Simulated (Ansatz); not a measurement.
Input file:

```yaml
crystal:
  periodic: [false, false, false]
  atoms:
    - {symbol: P, position_ang: [0.000000, -0.083961, 0.000000]}
    - {symbol: H, position_ang: [0.000000, 1.290044, -2.489354]}
    - {symbol: H, position_ang: [0.000000, 1.290044, 2.489354]}
basis:
  gaussian: {orbitals: cc-pVDZ, point_charges: [{charge: 0.50, position_ang: [3.886, -0.989, -0.408]}]}
total_charge: 1
magnetization: {spin_polarized: false, initial_magnetization: 2}
correlation: {method: sc_nevpt2, electrons: valence, active_space: {window: {electrons: 2, orbitals: 4}}}
accuracy: high
```

```sh
$ ansatz run in.yaml --threads 1 --pin off --events-out ev --progress --plain --max-ram 2393MiB
```

Output:

```
498 factors; integrals over basis functions are off by at most 2.8e-9 eV
mean field evaluation 1: about -9281.2569 eV, gradient 1.4e1 eV
mean field evaluation 2: about -9281.2607 eV, gradient 1.4e1 eV
mean field evaluation 4: about -9283.2746 eV, gradient 2.9e0 eV
mean field evaluation 8: about -9283.3442 eV, gradient 4.1e-1 eV
mean field evaluation 16: about -9284.4464 eV, gradient 5.1e-7 eV
mean field evaluation 32: about -9284.4434 eV, gradient 3.7e-1 eV
mean field evaluation 64: about -9284.8465 eV, gradient 1.1e-7 eV
mean field evaluation 96: about -9281.9000 eV, gradient 5.0e0 eV
mean field evaluation 128: about -9284.8431 eV, gradient 2.7e-1 eV
mean field evaluation 160: about -9279.6568 eV, gradient 8.9e0 eV
mean field -9284.84646157 eV, -341.2118139678 hartree, gradient 3.0e-8 eV, S^2 2.000000; 18 other end points of the search recorded, 0 dependent functions left out
reference -9284.84646157 eV, -341.2118139678 hartree; 9, 7 occupied and 19, 21 virtual orbitals, 498 factors
state -9284.84933043 eV, -341.2119193964 hartree
state -9284.84933043 eV, -341.2119193964 hartree; corrected -9286.44052556 eV, -341.2703947390 hartree
state -9284.45486291 eV, -341.1974229825 hartree
state -9284.45486291 eV, -341.1974229825 hartree; corrected -9287.23200874 eV, -341.2994812094 hartree
state -9284.45486291 eV, -341.1974229825 hartree; corrected -9287.23200874 eV, -341.2994812094 hartree
the orbitals are reached from a further start. From the first start the search ends at -9284.84933043 eV, -341.2119193964 hartree
WARN: the results are in doubt because another end's mean lies 0.394 eV lower, and its corrected mean 0.791 eV higher
Total energy: -9287.23200874 eV, -341.2994812094 hartree
In doubt: another end's mean lies 0.394 eV lower, and its corrected mean 0.791 eV higher
```

Natural occupations: 0.9997 0.9997 0.0003 0.0003.

Ran on 1 thread of Arm Neoverse V1, shared host: 1.5 s wall, 0.14 GiB peak host memory.
